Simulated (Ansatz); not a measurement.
Molecule: CHCl₂, charge -1, multiplicity 1. It need not be the lowest isomer of its formula. Whether it binds its extra electron was not tested at this geometry. 
Coordinates optimised at B3LYP-D3(BJ)/def2-TZVP (Ansatz, an electronic-structure program):
```xyz
4

C     -0.1830     0.0048     0.9555
Cl     0.0201     1.5331    -0.2129
Cl    -0.0058    -1.5346    -0.2026
H      0.8548    -0.0027     1.3294
```
Charge -1, spin multiplicity 1.

Basis-set convergence of Hartree-Fock and CCSD correlation energies (hartree) with Ansatz. Valence correlation only, unless marked. No spin-orbit coupling. No relativistic terms.

```tsv
basis	functions	E(HF)	E(corr, CCSD)
aug-cc-pV(D+d)Z	96	-957.42829	-0.49160
aug-cc-pV(T+d)Z	179	…	…
```

Some entries are withheld; supply them.


- aug-cc-pV(T+d)Z, E(HF): -957.46038
- aug-cc-pV(T+d)Z, E(corr, CCSD): -0.60855
